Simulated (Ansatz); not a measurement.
One geometry of C$_{4}$H$_{4}$OS, SMILES `CC#COC=S`, several functionals.

```yaml
crystal:
  periodic: [false, false, false]
  atoms:
    - {symbol: C, position_ang: [0.696512, -2.032582, -0.570181]}
    - {symbol: C, position_ang: [-0.002340, -0.798576, -0.263138]}
    - {symbol: C, position_ang: [-0.582089, 0.218693, -0.010966]}
    - {symbol: O, position_ang: [-1.270571, 1.304022, 0.247811]}
    - {symbol: C, position_ang: [-0.588992, 2.387789, 0.705392]}
    - {symbol: S, position_ang: [-1.307939, 3.768959, 1.056624]}
    - {symbol: H, position_ang: [0.391747, -2.834971, 0.105706]}
    - {symbol: H, position_ang: [0.490082, -2.353885, -1.593738]}
    - {symbol: H, position_ang: [1.776314, -1.900762, -0.470962]}
    - {symbol: H, position_ang: [0.480477, 2.190113, 0.796351]}
basis:
  gaussian: {orbitals: def2-TZVPP}
hamiltonian: {xc: r2scan, dispersion: d4}
output: {forces: true, orbitals: {seedname: orbitals}}
```

```sh
$ ansatz run in.yaml --threads 4 --pin off --events-out ev --progress --plain --max-ram 10444MiB
```

Output, abridged:

```
Functional definition: r2SCAN
1391 factors; their error is unknown
mean field evaluation 1: about -17079.8463 eV, gradient 6.9e1 eV
mean field evaluation 2: about -17060.5534 eV, gradient 1.0e2 eV
mean field evaluation 4: about -17090.8580 eV, gradient 8.1e0 eV
mean field evaluation 8: about -17090.9959 eV, gradient 2.4e-1 eV
mean field evaluation 16: about -17090.9732 eV, gradient 7.4e-4 eV
mean field -17090.97320585 eV, -628.0816806374 hartree, gradient 3.8e-5 eV, S^2 0.000000; 0 other end points of the search recorded, 0 dependent functions left out
reference -17090.97321798 eV, -628.0816810830 hartree; 26, 26 occupied and 227, 227 virtual orbitals, 1391 factors
Total energy: -17091.02411645 eV, -628.0835515675 hartree
Atom 0 at     0.696512    -2.032582    -0.570181 Å, force    -0.004419     0.017709     0.003226 eV/Å
Atom 1 at    -0.002340    -0.798576    -0.263138 Å, force     0.192500    -0.365817    -0.092752 eV/Å
Atom 2 at    -0.582089     0.218693    -0.010966 Å, force    -0.115048     0.189413     0.046135 eV/Å
Atom 3 at    -1.270571     1.304022     0.247811 Å, force    -0.272600    -0.239183    -0.119082 eV/Å
Atom 4 at    -0.588992     2.387789     0.705392 Å, force     0.324858     0.241039     0.127176 eV/Å
Atom 5 at    -1.307939     3.768959     1.056624 Å, force    -0.134927     0.220427     0.053262 eV/Å
Atom 6 at     0.391747    -2.834971     0.105706 Å, force     0.008933     0.000613    -0.012585 eV/Å
Atom 7 at     0.490082    -2.353885    -1.593738 Å, force     0.007313    -0.006761     0.012596 eV/Å
Atom 8 at     1.776314    -1.900762    -0.470962 Å, force    -0.010716    -0.013341    -0.004000 eV/Å
Atom 9 at     0.480477     2.190113     0.796351 Å, force     0.004107    -0.044100    -0.013976 eV/Å
Dipole moment:     0.427261    -0.536988    -0.115910 e Å
```

It took 4.2 s on 4 threads of an Arm Neoverse V1 on a shared host, with 0.34 GiB of host memory at the peak.

Changing it to `hamiltonian: {xc: {name: B2PLYP}}` and no forces (abridged; 6 s):

```
Functional definition: B2PLYP
mean field evaluation 16: about -17077.5584 eV, gradient 1.1e-3 eV
mean field -17077.55836846 eV, -627.5886944561 hartree, gradient 4.1e-6 eV, S^2 0.000000
10 core orbitals not correlated: weight in the atoms' cores, before any rotation towards them, 1.000 or more for the frozen orbitals, at most 0.000 for the correlated occupied ones
second order -34.40358354 eV of doubles, -0.00000000 eV of singles
Total energy: -17086.84751696 eV, -627.9300643669 hartree
```

The same input with `hamiltonian: {xc: {name: wB97M-V}}` (abridged; 11 s):

```
Functional definition: wB97M-V
mean field evaluation 16: about -17092.3858 eV, gradient 1.0e-2 eV
mean field -17092.38576616 eV, -628.1335912713 hartree, gradient 7.1e-5 eV, S^2 0.000000
Total energy: -17092.38581569 eV, -628.1335930913 hartree
Atom 0 force     0.210977    -0.392972    -0.097411 eV/Å
Atom 1 force    -0.288174     0.543162     0.137307 eV/Å
Atom 2 force     0.415102    -0.644661    -0.152953 eV/Å
Atom 3 force    -0.419532     0.287664     0.033882 eV/Å
Atom 4 force     0.185421     0.173549     0.084412 eV/Å
Atom 5 force     0.047148    -0.104095    -0.027351 eV/Å
Atom 6 force     0.030768     0.082057    -0.065910 eV/Å
Atom 7 force     0.020994     0.034844     0.101550 eV/Å
Atom 8 force    -0.105436    -0.008931    -0.009028 eV/Å
Atom 9 force    -0.097267     0.029384    -0.004499 eV/Å
Dipole moment:     0.424618    -0.469961    -0.094166 e Å
```
